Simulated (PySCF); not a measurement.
What binds SiCl: the parts of the energy along the bond

State: ²Π, doublet, unpaired electrons π ↑. ROHF-based CCSD(T) in PySCF 2.14 with Si cc-pV(T+d)Z, Cl cc-pV(T+d)Z and Si cc-pV(Q+d)Z, Cl cc-pV(Q+d)Z (frozen core orbitals: 10; no relativity). Correlation energies are extrapolated as n⁻³ (n = 3, 4), Hartree–Fock as (n+1)·exp(−9√n). SR is the spin-free X2C energy in Si cc-pVTZ-DK, Cl cc-pVTZ-DK less the non-relativistic one in Si cc-pVTZ, Cl cc-pVTZ. All energies in eV from Si + Cl.

```json
{"R (Å)": "1.8282", "HF/CBS": "-2.491", "CCSD corr.": "-1.140", "(T)": "-0.1457", "SR": "0.0059", "total": "-3.770"}
{"R (Å)": "1.9113", "HF/CBS": "-2.941", "CCSD corr.": "-1.116", "(T)": "-0.1490", "SR": "0.0080", "total": "-4.197"}
{"R (Å)": "1.9944", "HF/CBS": "-3.160", "CCSD corr.": "-1.094", "(T)": "-0.1524", "SR": "0.0089", "total": "-4.398"}
{"R (Å)": "2.0775", "HF/CBS": "-3.220", "CCSD corr.": "-1.074", "(T)": "-0.1560", "SR": "0.0092", "total": "-4.441"}
{"R (Å)": "2.1606", "HF/CBS": "-3.169", "CCSD corr.": "-1.056", "(T)": "-0.1597", "SR": "0.0089", "total": "-4.376"}
{"R (Å)": "2.2645", "HF/CBS": "-3.004", "CCSD corr.": "-1.035", "(T)": "-0.1643", "SR": "0.0084", "total": "-4.195"}
{"R (Å)": "2.3683", "HF/CBS": "-2.768", "CCSD corr.": "-1.017", "(T)": "-0.1689", "SR": "0.0076", "total": "-3.946"}
```

A fit to the total gives Re = 2.0641 Å, De = 4.442 eV, ωe = 536.6 cm⁻¹, Be = 0.2546 cm⁻¹ (masses 27.9769 and 34.9689 u).

Problem. At R = 2.0775 Å the CCSD correlation energy is -0.297565 hartree in the smaller basis and -0.320380 in the larger. Extrapolate it.

Solution. (4³·E4 − 3³·E3)/(4³ − 3³) = -0.33703 hartree; the larger basis holds 95.1 % of it.

The T1 diagnostic is 0.020. The state was picked by a PBE0 search and need not be the measured ground state. Spin–orbit coupling, excitations beyond (T) and corrections to the Born–Oppenheimer picture are left out.
